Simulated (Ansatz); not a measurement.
Molecular dynamics, step by step

CH$_{5}$BO, singlet, BLYP-D4/def2-SVP (Ansatz 0.2.0). Settings (timestep in fs, temperature in K; T counts 18 degrees of freedom):

```yaml
hamiltonian: {xc: {name: BLYP}, dispersion: d4}
md: {n_steps: 40, timestep: 0.75, temperature: 300, ensemble: nve, seed: 843, initial_velocities: maxwell_boltzmann}
```

Start, the saddle point found with PBE0-D4 in triple zeta (not stationary at another level):

```
8
angstrom
B -0.2256 -0.6636 0.2701
H -0.7787 -0.2506 1.3794
O 1.1689 -0.3741 0.2589
C 0.4718 0.5309 -0.5354
H -0.8529 0.3975 0.6351
H -0.8339 -1.5818 -0.1724
H 0.5059 0.3683 -1.6106
H 0.5445 1.5734 -0.2249
```

| step | time (fs) | potential energy less the start (meV) | kinetic energy (meV) | T (K) |
| --- | --- | --- | --- | --- |
| 0 | 0.00 | 0.0 | 232.7 | 300 |
| 2 | 1.50 | 37.9 | 195.4 | 252 |
| 4 | 3.00 | 117.5 | 117.2 | 151 |
| 6 | 4.50 | 162.9 | 72.4 | 93 |
| 8 | 6.00 | 137.8 | 96.6 | 125 |
| 10 | 7.50 | 92.7 | 140.3 | 181 |
| 12 | 9.00 | 97.6 | 136.2 | 176 |
| 14 | 10.50 | 108.4 | 126.7 | 163 |
| 16 | 12.00 | 67.0 | 166.4 | 215 |
| 18 | 13.50 | 52.3 | 180.6 | 233 |
| 20 | 15.00 | 100.8 | 133.5 | 172 |
| 22 | 16.50 | 138.7 | 96.6 | 125 |
| 24 | 18.00 | 107.6 | 127.1 | 164 |
| 26 | 19.50 | 40.8 | 192.5 | 248 |
| 28 | 21.00 | 11.7 | 221.9 | 286 |
| 30 | 22.50 | 1.5 | 233.8 | 301 |
| 32 | 24.00 | -77.1 | 311.5 | 402 |
| 34 | 25.50 | -180.6 | 413.7 | 533 |
| 36 | 27.00 | -248.0 | 482.8 | 622 |
| 38 | 28.50 | -360.9 | 596.5 | 769 |
| 40 | 30.00 | -573.5 | 806.7 | 1040 |

Step 4, positions (Å) and forces (eV/Å):

```csv
atom,x,y,z,Fx,Fy,Fz
B1,-0.211,-0.644,0.276,-2.167,-2.227,-0.588
H2,-0.771,-0.293,1.352,-0.391,0.306,0.802
O3,1.173,-0.378,0.259,1.074,-0.051,0.344
C4,0.468,0.517,-0.531,0.204,1.763,-1.044
H5,-0.916,0.415,0.596,0.291,-0.137,0.066
H6,-0.912,-1.599,-0.188,0.881,0.802,0.326
H7,0.518,0.423,-1.632,-0.058,-0.319,-0.034
H8,0.491,1.590,-0.229,0.166,-0.139,0.128
```

Step 10, positions (Å) and forces (eV/Å):

| atom | x | y | z | Fx | Fy | Fz |
| --- | --- | --- | --- | --- | --- | --- |
| B1 | -0.220 | -0.646 | 0.278 | -1.367 | -0.857 | 0.595 |
| H2 | -0.811 | -0.307 | 1.410 | 0.010 | 0.351 | -0.283 |
| O3 | 1.188 | -0.385 | 0.261 | -0.003 | 0.421 | -0.114 |
| C4 | 0.465 | 0.519 | -0.538 | 0.366 | 1.423 | -0.730 |
| H5 | -0.958 | 0.414 | 0.554 | 0.545 | -0.313 | 0.319 |
| H6 | -0.901 | -1.521 | -0.171 | 0.211 | -0.431 | -0.253 |
| H7 | 0.525 | 0.453 | -1.654 | -0.091 | -0.407 | 0.359 |
| H8 | 0.441 | 1.589 | -0.217 | 0.329 | -0.187 | 0.106 |

Step 16, positions (Å) and forces (eV/Å):

```tsv
atom	x	y	z	Fx	Fy	Fz
B1	-0.250	-0.663	0.290	1.130	0.159	0.338
H2	-0.853	-0.261	1.432	0.306	-0.076	-0.478
O3	1.203	-0.386	0.262	-1.372	0.530	-0.417
C4	0.468	0.542	-0.555	0.305	-0.725	1.218
H5	-0.913	0.372	0.567	-0.216	0.586	0.203
H6	-0.857	-1.528	-0.204	-0.349	-0.870	-0.352
H7	0.515	0.409	-1.636	-0.066	-0.129	-0.491
H8	0.451	1.570	-0.184	0.262	0.524	-0.021
```

Last step (40):

```
8
angstrom
B -0.2390 -0.7060 0.3398
H -0.6671 -0.4875 1.4355
O 1.1327 -0.3574 0.2377
C 0.5031 0.5589 -0.5065
H -0.6877 0.5231 0.0524
H -0.8063 -1.6722 -0.2857
H 0.3428 0.3642 -1.6000
H 0.7480 1.6361 -0.3498
```

The run took about 32 s on 2 CPU threads of an Arm Neoverse V1 (shared host).
